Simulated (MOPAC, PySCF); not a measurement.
C2H3N, SMILES `N#CC`, neutral singlet in the gas phase. 

Cartesian coordinates (Å):
SMILES: CC#N
```xyz
6

C     -0.4882     0.0070    -0.0055
C      0.9707    -0.0140     0.0109
N      2.1286    -0.0307     0.0238
H     -0.8710    -0.6476    -0.8029
H     -0.8863    -0.3442     0.9585
H     -0.8538     1.0294    -0.1847
```
Charge 0, multiplicity 1.

All levels are single points at this geometry (B3LYP-D3(BJ)/def2-SVP); Pople sets use spherical d functions. Orbital energies aren't observables, and empty levels follow the basis.

M06-2X/6-31G* in PySCF gives HOMO (eV) = -10.59.

Q: Estimate the HOMO (eV) from each of these levels: B3LYP-D3(BJ)/def2-TZVP in PySCF; B3LYP/6-31G* in PySCF; BP86/6-31G* in PySCF; PBE/6-31G* in PySCF; HF/3-21G in PySCF; HF/6-31G* in PySCF; AM1 in MOPAC; PM3 in MOPAC.

A: 
```
level                            HOMO (eV)
-------------------------------  ---------
B3LYP-D3(BJ)/def2-TZVP in PySCF      -9.19
B3LYP/6-31G* in PySCF                -8.88
BP86/6-31G* in PySCF                 -7.86
PBE/6-31G* in PySCF                  -7.76
HF/3-21G in PySCF                   -12.46
HF/6-31G* in PySCF                  -12.42
AM1 in MOPAC                        -12.58
PM3 in MOPAC                        -12.37
```
